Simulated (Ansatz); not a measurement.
**SiH3O− (SMILES [O-][SiH3]): functionals against CCSD(T) at one geometry**

The task here is to estimate one member of a computed series from the others.

Method: single points in def2-TZVPPD; program: Ansatz 0.2.0, Gaussian basis.

Cores are frozen in the correlated methods. B3LYP uses VWN-RPA correlation.

### Starting geometry

SMILES `[O-][SiH3]`, 5 atoms, charge -1, spin multiplicity 1.

Atoms are counted from 1 here; the program's logs count them from 0.

Bond lengths: O1–Si2 1.540 Å, Si2–H3 1.529 Å, Si2–H4 1.523 Å, Si2–H5 1.517 Å. Angles: O1–Si2–H3 116.0°, O1–Si2–H4 115.9°, O1–Si2–H5 116.9°, H3–Si2–H4 101.3°, H3–Si2–H5 101.6°, H4–Si2–H5 102.8°.

As a file:

```xyz
5
H3OSi
O    -1.4492    0.2769    0.7049
Si   -0.0822    0.0264    0.0421
H    -0.1049   -0.2378   -1.4634
H     0.6899   -1.1866    0.5455
H     0.9422    1.1404    0.1402
```

Set-up of the first run:

Input file run/in.yaml:

```yaml
crystal:
  periodic: [false, false, false]
  atoms:
    - {symbol: O, position_ang: [-1.449200, 0.276900, 0.704900]}
    - {symbol: Si, position_ang: [-0.082200, 0.026400, 0.042100]}
    - {symbol: H, position_ang: [-0.104900, -0.237800, -1.463400]}
    - {symbol: H, position_ang: [0.689900, -1.186600, 0.545500]}
    - {symbol: H, position_ang: [0.942200, 1.140400, 0.140200]}
basis:
  gaussian: {orbitals: "def2-TZVPPD.json"}
total_charge: -1
correlation: {method: ccsd_t}
output: {forces: true}
```

The basis file named in the input lies beside it (Basis Set Exchange, JSON).

The command line of these runs was not kept.

Steps of the session up to this table: CCSD(T)/def2-TZVPPD; PBE0-D4/def2-TZVPPD; wB97M-V/def2-TZVPPD; r2SCAN-D4/def2-TZVPPD; PBE-D4/def2-TZVPPD; B97M-V/def2-TZVPPD; B3LYP-D4/def2-TZVPPD.

One table of the session follows, with a row left open; its other results are not shown here.

```
   method  RMS force component (eV/Å)  angle to CCSD(T) forces (°)
  CCSD(T)                       0.548                    reference
  PBE0-D4                       0.387                          9.5
  wB97M-V                       0.430                          3.0
r2SCAN-D4                       0.438                          7.5
   PBE-D4                           ?                            ?
   B97M-V                       0.268                         20.7
 B3LYP-D4                       0.450                          3.0
```

**Question.** Estimate the row for PBE-D4.

As computed: RMS force component (eV/Å): 0.652; angle to CCSD(T) forces (°): 11.6. In the column «RMS force component (eV/Å)» it is the highest.
